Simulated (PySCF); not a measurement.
# C4H5N: the cost of one run

Computed with PySCF 2.14.0, with density-fitted response routines of our own, on a single molecule, in the gas phase or a continuum. Atoms are numbered from 0 throughout.

## Step 1: Starting geometry

10 atoms, charge 0, multiplicity 1; geometry from: GFN2-xTB. The atoms were then displaced at random by about 0.01 Å, so the start is not that level's minimum.

Bonds of the start (Å): C0–C1 1.43, C1–C2 1.36, C2–N3 1.41, N3–C4 1.33, C4–C0 1.34, C0–H5 1.09, C1–H6 1.06, C2–H7 1.04, N3–H8 1.00, C4–H9 1.07.

## Step 2: Geometry optimisation at PBE0-D3(BJ)/def2-SVP

What the job is given:

```
{"job": {"xc": "PBE0", "basis": "def2-SVP", "d3": "d3bj", "grid": 1, "shake": 0.01, "kind": "geom"}, "charge": 0, "multiplicity": 1}
C      0.419630     1.091030    -0.033130
C     -0.953490     0.701700    -0.093310
C     -0.977070    -0.661450    -0.030310
N      0.362540    -1.084400     0.068260
C      1.159380    -0.020050     0.052580
H      0.754620     2.130660    -0.071600
H     -1.795650     1.342550    -0.171480
H     -1.760880    -1.345320    -0.035990
H      0.618030    -2.042330     0.155430
H      2.223330    -0.133330     0.138510
```

Command:

```console
$ OMP_NUM_THREADS=1 python probes_run.py task.json out
```

One launch serves the whole session: the jobs run in the order shown.

Q: Estimate the wall time and peak memory of this first job on 1 thread of Arm Neoverse N1, shared host.

About 31 s, with a peak of 0.4 GiB.
